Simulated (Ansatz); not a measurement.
A made-up structure of AlNH3S, doublet:

N1  (-1.443, 0.022, -0.306)
Al2  (0.307, 0.361, -0.489)
S3  (1.628, -0.082, 1.190)
H4  (-1.993, -0.791, -0.562)
H5  (0.860, 1.125, -1.751)
H6  (-0.849, -0.671, 0.149)
(Å)

It is relaxed with PBE-D4/def2-SVP and then PBE0-D4/def2-TZVP (Ansatz 0.2.0). Atoms count as bonded within 1.22 times the sum of their covalent radii (H–H: 0.88 Å). The end point is not checked to be a true minimum.

(1) Does its bonding change? (A judgement: the text doesn't fix the answer.)

Answers

(1) Computed: Yes. Formed: none; broken: Al2–H6.

Where it ends: The first stage lowers the energy by 1.73 eV in 10 steps. It ends as AlNH₃S ([NH2][AlH][S]):
```
6
angstrom
N -1.1843 -0.3861 -0.2345
Al 0.4068 0.3290 -0.4805
S 1.9280 0.1478 1.0801
H -1.9290 -0.3387 -0.9109
H 0.7714 1.1041 -1.8053
H -1.4833 -0.8924 0.5824
```

Labels in which every atom is bracketed show which atoms are joined, not bond orders.

For scale, one of the runs: PBE0-D4/def2-TZVP relaxation, 123 basis functions, launched by `ansatz run in.yaml --threads 2 --pin off --events-out ev --progress --plain --max-ram 4352MiB`. Hardware: 2 CPU threads of an Arm Neoverse V1, shared host. Wall time about 51 s.
